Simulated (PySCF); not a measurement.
isobutene cation (C4H8), SMILES C=C(C)C (connectivity only; charge and spin as stated), charge +1, multiplicity 2. Atoms are numbered in the order given.

```xyz
12

C     -1.2771     0.0184    -0.6739
C      0.0000     0.0000     0.0573
C      1.2771    -0.0184    -0.6739
C      0.0000     0.0000     1.4854
H     -1.1868     0.4840    -1.6667
H     -1.5279    -1.0516    -0.8696
H     -2.1120     0.4371    -0.0951
H      1.5279     1.0516    -0.8696
H      2.1120    -0.4371    -0.0951
H      1.1868    -0.4840    -1.6667
H      0.9396     0.0344     2.0466
H     -0.9396    -0.0344     2.0466
```
Charge +1, spin multiplicity 2.

Geometry: TPSSh-D3(BJ)/def2-SVP. The spin state was assumed, not searched.

Two levels are set side by side: PBE/pcH-1 (PySCF) and B3LYP/pcH-1 (PySCF). Contact hyperfine couplings, same geometry. Differences are taken from unrounded values.

```csv
quantity,PBE
"A(iso) of 13C, atom C1 (MHz)",-8.6
"A(iso) of 13C, atom C2 (MHz)",-0.6
"A(iso) of 13C, atom C3 (MHz)",-8.6
"A(iso) of 13C, atom C4 (MHz)",48.4
"A(iso) of 1H, atom H5 (MHz)",23.7
"A(iso) of 1H, atom H6 (MHz)",126.6
"A(iso) of 1H, atom H7 (MHz)",17.7
"A(iso) of 1H, atom H8 (MHz)",126.6
"A(iso) of 1H, atom H9 (MHz)",17.7
"A(iso) of 1H, atom H10 (MHz)",23.7
"A(iso) of 1H, atom H11 (MHz)",-44.0
"A(iso) of 1H, atom H12 (MHz)",-44.0
```

### Question
These are the PBE values. What does B3LYP give? (An estimate is asked for; the answer gives what the named calculation found.)

### Answer

| quantity | B3LYP | PBE minus B3LYP |
|---|---|---|
| A(iso) of 13C, atom C1 (MHz) | -9.7 | 1.1 |
| A(iso) of 13C, atom C2 (MHz) | 3.2 | -3.8 |
| A(iso) of 13C, atom C3 (MHz) | -9.7 | 1.1 |
| A(iso) of 13C, atom C4 (MHz) | 52.8 | -4.4 |
| A(iso) of 1H, atom H5 (MHz) | 23.3 | 0.5 |
| A(iso) of 1H, atom H6 (MHz) | 122.7 | 4.0 |
| A(iso) of 1H, atom H7 (MHz) | 17.2 | 0.5 |
| A(iso) of 1H, atom H8 (MHz) | 122.7 | 4.0 |
| A(iso) of 1H, atom H9 (MHz) | 17.2 | 0.5 |
| A(iso) of 1H, atom H10 (MHz) | 23.3 | 0.5 |
| A(iso) of 1H, atom H11 (MHz) | -44.6 | 0.6 |
| A(iso) of 1H, atom H12 (MHz) | -44.6 | 0.6 |

Rough cost on one machine, each run with all the roots and properties that it gave: B3LYP against PBE within a factor of 2.
